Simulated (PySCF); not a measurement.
## fluoroacetylene: calculation against experiment

**The experiment to reproduce.**

NIST CCCBDB Release 22 (SRD 101), experimental dipoles lists, for the gas: dipole moment (microwave Stark effect) 0.73 D.

The results are set against them at the end.

Species: fluoroacetylene, C2HF.
Atom-mapped SMILES: `[CH:1]#[C:2][F:3]` (hydrogens: H4 on C1)

Geometry (GFN2-xTB, Å), atoms numbered from 1 in this order:
```
atom  x, y, z in Å
C1    -0.6237    0.0246   -0.0312
C2     0.5159   -0.0184   -0.3796
F3     1.7425   -0.0665   -0.7541
H4    -1.6245    0.0652    0.2705
```

The PySCF runs (gas phase, on this GFN2-xTB geometry; no spin–orbit coupling):

```
        level                                          job  basis functions  wall time
PBE0/pcSseg-1      shieldings, charges and field gradients               56      2.2 s
  B3LYP/pcJ-1  spin–spin couplings from 4 perturbed nuclei               91      2.3 s
```

Hardware: one thread of an Arm Neoverse V1 (shared host).

Results beside the measurements:

**Dipole moment.** Measured: 0.73 D (NIST CCCBDB Release 22 (SRD 101), experimental dipoles).

```tsv
level	computed (D)	computed − measured (D)	% (from the printed values)
PBE0/pcSseg-1	0.64	-0.09	-12
B3LYP/pcJ-1	0.66	-0.07	-10
```

Closest is B3LYP/pcJ-1 (-0.07 D), furthest PBE0/pcSseg-1 (-0.09 D); one molecule doesn't rank methods. The computed dipoles belong to one fixed geometry; measured ones are averaged over vibrations unless marked μe. Magnitudes are compared, not signs.

The geometry is computed, not the measured one. Where a level misses, the cause wasn't examined.
